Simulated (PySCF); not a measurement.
PySCF input:

```python
from pyscf import gto, scf, dft

mol = gto.M(
    atom='''
    C     0.76790855    1.82364016   -0.04391624
    C     0.62963155    0.35318691    0.11098407
    C    -0.69356052   -0.31211522   -0.02058613
    C    -0.62001186   -1.83764647   -0.04651647
    H     1.81220535    2.13398295   -0.09839861
    H    -1.61297326   -2.28227293   -0.13047803
    H     0.31242600    2.36960137    0.79757930
    H     0.25812005    2.18196566   -0.94536723
    H    -0.15856476   -2.22048302    0.86655326
    H    -0.02182378   -2.18418515   -0.89153036
    H     1.45672822   -0.21521369    0.52070677
    H    -1.19731332    0.05244074   -0.92589008
    H    -1.35261093    0.00177164    0.80703374
    ''',
    basis='def2-tzvpd',
    charge=0,
    spin=1,
    verbose=4,
)

mf = scf.UHF(mol).density_fit(auxbasis='def2-universal-jkfit')
mf.conv_tol = 1e-9
mf.max_cycle = 100
mf.max_memory = 1500
mf.kernel()
if not mf.converged:
    mf = mf.newton()
    mf.kernel(mf.make_rdm1())
for _ in range(2):
    mo, _, stable, _ = mf.stability(return_status=True)
    if stable:
        break
    mf.kernel(mf.make_rdm1(mo, mf.mo_occ))
mf.analyze()
```

**Question.** Predict the final energy.

**Answer.** -156.72833 Eh (HF/def2-TZVPD).

It need not be the lowest isomer of its formula.
